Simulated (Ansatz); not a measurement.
# Ligand exchange through a proton shuttle

Start structure (AlH₇O₂, singlet), relaxed at PBE0-D4/def2-TZVP:

```
atom    x (Å)    y (Å)    z (Å)
 Al1  -1.2148   0.3580  -0.7191
  H2  -0.9945  -1.1712  -0.1966
  H3  -1.1186   0.5626  -2.3009
  H4  -2.2696   1.1913   0.1331
  H5   1.0094   0.3586   0.3662
  O6   0.5373   1.0534  -0.1800
  H7   0.4298  -1.4272   0.7225
  O8   1.2747  -1.0717   1.0663
  H9   1.1023   1.3132  -0.9133
 H10   1.2441  -1.1670   2.0219
```

The step: AlH₃ + H₂O + H₂O → AlH₃O ([OH][AlH2]) + H₂O + H₂; bonds formed: H2–H7, H5–O8; dative contacts that become bonds: Al1–O6; bonds broken: Al1–H2, H5–O6, H7–O8. Program: Ansatz 0.2.0. Basis: def2-TZVPP and def2-QZVPP. Cores are frozen in the correlated methods. Extrapolation: Hartree–Fock as exp(−7.88 √X), correlation as X^−2.97. Energies below are by CCSD(T) at an estimated basis limit (MP2 extrapolated from triple and quadruple zeta, plus CCSD(T) − MP2 in triple zeta).

Q: What are the electronic barrier and the energy of the step, from the start structure to the end structure? (An estimate is asked for; the value comes from the calculation.)

A: Computed: Barrier 0.587 eV; step energy -0.170 eV (downhill); reverse barrier, their difference, 0.757 eV. Barrier and step energy count from the start structure, the reverse barrier from the end structure.

The saddle point: One imaginary mode of 1019i cm⁻¹.
| pair | start (Å) | saddle (Å) | end (Å) |
| --- | --- | --- | --- |
| Al1–O6 | 1.96 | 1.82 | 1.72 |
| H2–H7 | 1.71 | 1.05 | 0.76 |
| H5–O8 | 1.61 | 1.10 | 0.97 |
| Al1–H2 | 1.63 | 1.74 | 2.15 |
| H5–O6 | 1.00 | 1.34 | 1.89 |
| H7–O8 | 0.98 | 1.19 | 2.16 |

Zero-point energy (harmonic, PBE0-D4): ZPE is 1.934 eV at the start and 1.802 eV at the saddle, so the barrier goes from 0.587 to 0.455 eV.

T1 diagnostic: at most 0.011.

The step is the kind of ligand exchange by which a precursor binds to a hydroxyl group, or is hydrolysed, in atomic layer deposition of oxides.

Labels in which every atom is bracketed show which atoms are joined, not bond orders.

For scale, one of the runs: CCSD(T)/def2-TZVPP, 202 basis functions (an equivalent command: `ansatz run in.yaml --threads 2`). Hardware: 2 CPU threads, shared host. Wall time 36 s; peak host memory 2.7 GiB.
